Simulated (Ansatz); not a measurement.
# HfO₂ (P2₁/c, No. 14)

All values below come from r²SCAN (PAW; Ansatz, a program for electronic structure).

Run with plane-wave cutoff 600 eV, 8×8×8 k mesh, finite displacements, scalar-relativistic PAW data made under PBE.

Cell (relaxed at this level):

Space group P2₁/c (No. 14); a = 5.1139 Å, b = 5.1813 Å, c = 5.2952 Å, α = γ = 90.00°, β = 99.47°

| atom | site | symmetry | x | y | z |
|---|---|---|---|---|---|
| Hf | 4e | 1 | 0.2762 | 0.0419 | 0.2082 |
| O | 4e | 1 | 0.5520 | 0.2577 | 0.0215 |
| O | 4e | 1 | 0.0700 | 0.3337 | 0.3441 |

```json
{
  "electronic dielectric constant ε∞ (mean over three axes)": "4.54",
  "dielectric constant ε0 (ions relaxed) (mean over three axes)": "17.7"
}
```

Note: the relaxation could not lower the start's symmetry, so the cell can be a saddle point above a distorted one.

Spin–orbit coupling is not included.

Cost on a shared machine: roughly 9 core-hours.
